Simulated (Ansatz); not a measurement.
# BSiH₅ (triplet): from Hartree-Fock to the top rungs at a displaced geometry (v1), cc-pVDZ

How much of the correlation energy of BSiH₅ (triplet) does each wave-function method recover here?

Computed with Ansatz 0.2.0, Gaussian basis. Level: cc-pVDZ, core rule «outside noble gas», up to 6 orbitals frozen.

Plan: UHF; CCSD(T) on ROHF; CCSD(T) on UHF; BCCD(T) on ROHF; CISD as a restricted active space (open shells left free, so some higher excitations enter); CCSDT(Q) on ROHF; CCSDT(Q) on UHF.

23 further runs of the same task are left out: 10 that didn't finish, 13 set aside as unsound or not needed. Runs told in other sessions of the task aren't counted.

## Step 1: The geometry

The geometry is a PBE0/def2-TZVP stationary point (not a proven minimum) with its atoms shifted at random (size 0.040 Å).

7 atoms, charge 0, spin multiplicity 3.

Atoms are counted from 1 here; the program's logs count them from 0.

Bond lengths: Si1–B2 2.107 Å, Si1–H3 1.455 Å, Si1–H4 1.435 Å, Si1–H5 1.562 Å, B2–H6 1.220 Å, B2–H7 1.258 Å. Angles: B2–Si1–H3 104.4°, B2–Si1–H4 106.9°, B2–Si1–H5 106.3°, H3–Si1–H4 112.3°, H3–Si1–H5 115.1°, H4–Si1–H5 111.1°, Si1–B2–H6 90.9°, Si1–B2–H7 89.9°, H6–B2–H7 131.2°.

In the tables R marks a restricted open-shell determinant and U an unrestricted one; energies count from the table's Hartree-Fock row.

## Step 2: UHF

File in.yaml:

```yaml
crystal:
  periodic: [false, false, false]
  atoms:
    - {symbol: Si, position_ang: [-0.015087, 0.002813, 0.587901]}
    - {symbol: B, position_ang: [0.130323, -0.013331, -1.513625]}
    - {symbol: H, position_ang: [0.712242, -1.184716, 1.009184]}
    - {symbol: H, position_ang: [0.609466, 1.213862, 1.038985]}
    - {symbol: H, position_ang: [-1.540819, -0.000654, 0.921454]}
    - {symbol: H, position_ang: [-0.402040, -1.110234, -1.561831]}
    - {symbol: H, position_ang: [-0.356284, 1.146355, -1.554321]}
basis:
  gaussian: {orbitals: cc-pVDZ}
magnetization: {spin_polarized: true, initial_magnetization: 2}
hamiltonian: {xc: hf}
output: {orbitals: {seedname: orbitals}}
```

Started as:

```bash
$ ansatz run in.yaml --threads 1 --pin off --events-out ev --progress --plain --max-ram 2393MiB
```

Log:

```text
Functional definition: HF
  name "HF"
  cite "Fock, Z. Phys. 61, 126 (1930) doi:10.1007/BF01340294"
  parent pbe
  exchange = exact_x
  correlation = 0
528 factors; integrals over basis functions are off by at most 1.2e-3 eV
mean field evaluation 1: about -8607.6443 eV, gradient 1.0e1 eV
mean field evaluation 2: about -8607.6921 eV, gradient 1.0e1 eV
mean field evaluation 4: about -8609.1718 eV, gradient 1.1e0 eV
mean field evaluation 8: about -8609.1986 eV, gradient 6.0e-2 eV
mean field -8609.19870544 eV, -316.3822169005 hartree, gradient 2.7e-5 eV, S^2 2.011366; 0 other end points of the search recorded, 0 dependent functions left out
reference -8609.19870544 eV, -316.3822169005 hartree; 13, 11 occupied and 44, 46 virtual orbitals, 528 factors
Total energy: -8609.19870544 eV, -316.3822169005 hartree
```

Run time: 0.48 s. Hardware: 1 thread of Arm Neoverse V1, shared host.

From the report: ⟨S²⟩ of the determinant 2.011 (pure triplet: 2.00).

## Step 3: CCSD(T) on ROHF

in.yaml, as its differences from that of step 2:

```diff
@@ -12,4 +12,3 @@
   gaussian: {orbitals: cc-pVDZ}
-magnetization: {spin_polarized: true, initial_magnetization: 2}
-hamiltonian: {xc: hf}
-output: {orbitals: {seedname: orbitals}}
+magnetization: {spin_polarized: false, initial_magnetization: 2}
+correlation: {method: ccsd_t, electrons: outside_noble_gas}
```

Launched as before.

Log, shortened:

```text
Functional definition: HF
  name "HF"
  cite "Fock, Z. Phys. 61, 126 (1930) doi:10.1007/BF01340294"
  parent pbe
[...]
528 factors; integrals over basis functions are off by at most 1.2e-3 eV
[...]
mean field -8609.10658215 eV, -316.3788314320 hartree, gradient 1.1e-6 eV, S^2 2.000000; 0 other end points of the search recorded, 0 dependent functions left out
6 core orbitals not correlated: weight in the atoms' cores, before any rotation towards them, 1.000 or more for the frozen orbitals, at most 0.000 for the correlated occupied ones
reference -8609.10658215 eV, -316.3788314320 hartree; 7, 5 occupied and 44, 46 virtual orbitals, 528 factors
second order -4.92124014 eV of doubles, -0.05365770 eV of singles
cycle   1  -5.87180809 eV  change   -9.0e-1 eV  update   6.9e-2
[...]
cycle  10  -6.20247214 eV  change   -8.2e-6 eV  update   1.2e-5
perturbative correction -0.14072178 eV, -0.0051714302 hartree
Total energy: -8615.44977607 eV, -316.6119395090 hartree
```

Run time: 2.3 s. Hardware: 1 thread of Arm Neoverse V1, shared host.

From the report: correlation -6.3432 eV; T1 0.018; largest double amplitude 0.03.

## Step 4: CCSD(T) on UHF

in.yaml, as its differences from that of step 3:

```diff
@@ -12,3 +12,3 @@
   gaussian: {orbitals: cc-pVDZ}
-magnetization: {spin_polarized: false, initial_magnetization: 2}
+magnetization: {spin_polarized: true, initial_magnetization: 2}
 correlation: {method: ccsd_t, electrons: outside_noble_gas}
```

The command is unchanged.

Log, shortened:

```text
Functional definition: HF
  name "HF"
  cite "Fock, Z. Phys. 61, 126 (1930) doi:10.1007/BF01340294"
  parent pbe
[...]
528 factors; integrals over basis functions are off by at most 1.2e-3 eV
[...]
mean field -8609.19870544 eV, -316.3822169005 hartree, gradient 2.9e-6 eV, S^2 2.011366; 0 other end points of the search recorded, 0 dependent functions left out
6 core orbitals not correlated: weight in the atoms' cores, before any rotation towards them, 1.000 or more for the frozen orbitals, at most 0.000 for the correlated occupied ones
reference -8609.19870544 eV, -316.3822169005 hartree; 7, 5 occupied and 44, 46 virtual orbitals, 528 factors
second order -4.88210508 eV of doubles, -0.00000000 eV of singles
cycle   1  -5.77861461 eV  change   -9.0e-1 eV  update   6.9e-2
[...]
cycle  10  -6.11205472 eV  change   -7.9e-6 eV  update   1.2e-5
perturbative correction -0.13923691 eV, -0.0051168619 hartree
Total energy: -8615.44999707 eV, -316.6119476306 hartree
```

It took 2.1 s on 1 thread of Arm Neoverse V1, shared host.

From the report: ⟨S²⟩ of the determinant 2.011 (pure triplet: 2.00); correlation -6.2513 eV; T1 0.014; largest double amplitude 0.03.

## Step 5: BCCD(T) on ROHF

in.yaml, as its differences from that of step 4:

```diff
@@ -12,3 +12,3 @@
   gaussian: {orbitals: cc-pVDZ}
-magnetization: {spin_polarized: true, initial_magnetization: 2}
-correlation: {method: ccsd_t, electrons: outside_noble_gas}
+magnetization: {spin_polarized: false, initial_magnetization: 2}
+correlation: {method: bccd_t, electrons: outside_noble_gas}
```

The command is unchanged.

Log, shortened:

```text
Functional definition: HF
  name "HF"
  cite "Fock, Z. Phys. 61, 126 (1930) doi:10.1007/BF01340294"
  parent pbe
[...]
528 factors; integrals over basis functions are off by at most 1.2e-3 eV
[...]
mean field -8609.10658215 eV, -316.3788314320 hartree, gradient 1.1e-6 eV, S^2 2.000000; 0 other end points of the search recorded, 0 dependent functions left out
6 core orbitals not correlated: weight in the atoms' cores, before any rotation towards them, 1.000 or more for the frozen orbitals, at most 0.000 for the correlated occupied ones
reference -8609.10658215 eV, -316.3788314320 hartree; 7, 5 occupied and 44, 46 virtual orbitals, 528 factors
second order -4.92124014 eV of doubles, -0.05365770 eV of singles
cycle   1  -5.88969448 eV  change   -9.1e-1 eV  update   6.9e-2
[...]
cycle  10  -6.19778417 eV  change   -1.3e-5 eV  update   1.4e-5
perturbative correction -0.14588067 eV, -0.0053610157 hartree
Total energy: -8615.45024699 eV, -316.6119568149 hartree
```

Wall time 2.9 s (1 thread of Arm Neoverse V1, shared host).

From the report: correlation -6.3437 eV; largest double amplitude 0.03.

## Step 6: CISD as a restricted active space (open shells left free, so some higher excitations enter)

in.yaml, as its differences from that of step 5:

```diff
@@ -13,2 +13,2 @@
 magnetization: {spin_polarized: false, initial_magnetization: 2}
-correlation: {method: bccd_t, electrons: outside_noble_gas}
+correlation: {active_space: {ras: {orbitals: [5, 2, 44], electrons: 12, max_holes: 2, max_particles: 2}, fixed_orbitals: true}}
```

Same command.

Log:

```text
Functional definition: HF
  name "HF"
  cite "Fock, Z. Phys. 61, 126 (1930) doi:10.1007/BF01340294"
  parent pbe
  exchange = exact_x
  correlation = 0
528 factors; integrals over basis functions are off by at most 1.2e-3 eV
mean field evaluation 1: about -8607.6334 eV, gradient 1.3e1 eV
mean field evaluation 2: about -8607.6792 eV, gradient 1.3e1 eV
mean field evaluation 4: about -8609.0938 eV, gradient 1.2e0 eV
mean field evaluation 8: about -8609.1054 eV, gradient 2.5e-1 eV
mean field -8609.10658215 eV, -316.3788314320 hartree, gradient 1.1e-6 eV, S^2 2.000000; 0 other end points of the search recorded, 0 dependent functions left out
reference -8609.10658215 eV, -316.3788314320 hartree; 13, 11 occupied and 44, 46 virtual orbitals, 528 factors
state -8614.81602869 eV, -316.5886497222 hartree
Total energy: -8614.81602869 eV, -316.5886497222 hartree
```

Wall time 7 s (1 thread of Arm Neoverse V1, shared host).

From the report: 423,461 determinants.

## Step 7: CCSDT(Q) on ROHF

in.yaml, as its differences from that of step 6:

```diff
@@ -13,2 +13,2 @@
 magnetization: {spin_polarized: false, initial_magnetization: 2}
-correlation: {active_space: {ras: {orbitals: [5, 2, 44], electrons: 12, max_holes: 2, max_particles: 2}, fixed_orbitals: true}}
+correlation: {method: ccsdt_q, electrons: outside_noble_gas}
```

The command is unchanged.

Log, shortened:

```text
Functional definition: HF
  name "HF"
  cite "Fock, Z. Phys. 61, 126 (1930) doi:10.1007/BF01340294"
  parent pbe
[...]
1097 factors; integrals over basis functions are off by at most 2.1e-7 eV
[...]
mean field -8609.10663134 eV, -316.3788332398 hartree, gradient 9.9e-7 eV, S^2 2.000000; 0 other end points of the search recorded, 0 dependent functions left out
6 core orbitals not correlated: weight in the atoms' cores, before any rotation towards them, 1.000 or more for the frozen orbitals, at most 0.000 for the correlated occupied ones
reference -8609.10663134 eV, -316.3788332398 hartree; 7, 5 occupied and 44, 46 virtual orbitals, 1097 factors
second order -4.92127212 eV of doubles, -0.05365778 eV of singles
cycle   1  -5.87178563 eV  change   -9.0e-1 eV  update   7.6e-2
[...]
cycle  16  -6.37541447 eV  change    5.1e-7 eV  update   4.2e-7
perturbative correction -0.00463135 eV, -0.0001701991 hartree
Total energy: -8615.48667717 eV, -316.6132955992 hartree
```

It took 3.3 min on 1 thread of Arm Neoverse V1, shared host; peak memory 1.1 GiB.

From the report: correlation -6.3800 eV; T1 0.019; largest double amplitude 0.03.

## Step 8: CCSDT(Q) on UHF

in.yaml, as its differences from that of step 7:

```diff
@@ -12,3 +12,3 @@
   gaussian: {orbitals: cc-pVDZ}
-magnetization: {spin_polarized: false, initial_magnetization: 2}
+magnetization: {spin_polarized: true, initial_magnetization: 2}
 correlation: {method: ccsdt_q, electrons: outside_noble_gas}
```

Same command.

Log, shortened:

```text
Functional definition: HF
  name "HF"
  cite "Fock, Z. Phys. 61, 126 (1930) doi:10.1007/BF01340294"
  parent pbe
[...]
1097 factors; integrals over basis functions are off by at most 2.1e-7 eV
[...]
mean field -8609.19875470 eV, -316.3822187107 hartree, gradient 2.7e-6 eV, S^2 2.011366; 0 other end points of the search recorded, 0 dependent functions left out
6 core orbitals not correlated: weight in the atoms' cores, before any rotation towards them, 1.000 or more for the frozen orbitals, at most 0.000 for the correlated occupied ones
reference -8609.19875470 eV, -316.3822187107 hartree; 7, 5 occupied and 44, 46 virtual orbitals, 1097 factors
second order -4.88213684 eV of doubles, -0.00000000 eV of singles
cycle   1  -5.77859208 eV  change   -9.0e-1 eV  update   7.5e-2
[...]
cycle  16  -6.28381727 eV  change    3.7e-7 eV  update   4.5e-7
perturbative correction -0.00479182 eV, -0.0001760960 hartree
Total energy: -8615.48736379 eV, -316.6133208321 hartree
```

Wall time 2.9 min (1 thread of Arm Neoverse V1, shared host); peak memory 0.9 GiB.

From the report: ⟨S²⟩ of the determinant 2.011 (pure triplet: 2.00); correlation -6.2886 eV; T1 0.014; largest double amplitude 0.03.

## Step 9: Misses and costs

The yardstick is UCCSDT(Q), where the cluster series has nearly closed. Rows without a time are mean-field rows or come out of runs for another level: lower rungs of the coupled-cluster runs, or the Hartree-Fock search.

Differences are taken before rounding.

```csv
method,energy from the lowest ROHF (kJ/mol),from UCCSDT(Q) (kJ/mol),time
ROHF,0.0,+615.7,
UHF,-8.9,+606.8,
RMP2,-480.0,+135.6,
UMP2,-479.9,+135.7,
CISD,-550.9,+64.8,7 s
RCCSD,-598.4,+17.2,
UCCSD,-598.6,+17.0,
RCCSD(T),-612.0,+3.6,2.3 s
UCCSD(T),-612.0,+3.6,2.1 s
BCCD(T),-612.1,+3.6,2.9 s
RCCSDT,-615.1,+0.5,
UCCSDT,-615.2,+0.5,
RCCSDT(Q),-615.6,+0.1,3.3 min
UCCSDT(Q),-615.7,0,2.9 min
```

Among the levels timed on like hardware and quicker than the yardstick, those that no quicker one beats, quickest first: UCCSD(T) (2.1 s, +3.6 kJ/mol); BCCD(T) (2.9 s, +3.6 kJ/mol).

## Step 10: Outcome

```
                         quantity                                                   value
    UCCSDT(Q) from the ROHF energy                                              -6.3808 eV
              RMP2 from UCCSDT(Q)                                           +135.6 kJ/mol
              UMP2 from UCCSDT(Q)                                           +135.7 kJ/mol
             RCCSD from UCCSDT(Q)                                            +17.2 kJ/mol
          RCCSD(T) from UCCSDT(Q)                                             +3.6 kJ/mol
          UCCSD(T) from UCCSDT(Q)                                             +3.6 kJ/mol
         RCCSDT(Q) from UCCSDT(Q)                                             +0.1 kJ/mol
levels within 1 kcal/mol (43 meV)  RCCSD(T), UCCSD(T), BCCD(T), RCCSDT, UCCSDT, RCCSDT(Q)
                    T1 diagnostic                                                   0.018
```

In words: RCCSD(T) lands +3.6 kJ/mol from the yardstick (0.6 % of the correlation energy). These misses are within one basis, not against nature; the frozen cores of restricted and unrestricted runs differ, which can shift their rows.

With open shells the CI space here admits some higher excitations, so it is larger than plain CISD.

For cost: BCCD(T) gets within 3.6 kJ/mol in 2.9 s, where UCCSDT(Q) took 2.9 min; the quickest level in the cost chart, UCCSD(T), takes 2.1 s and misses by 3.6 kJ/mol.
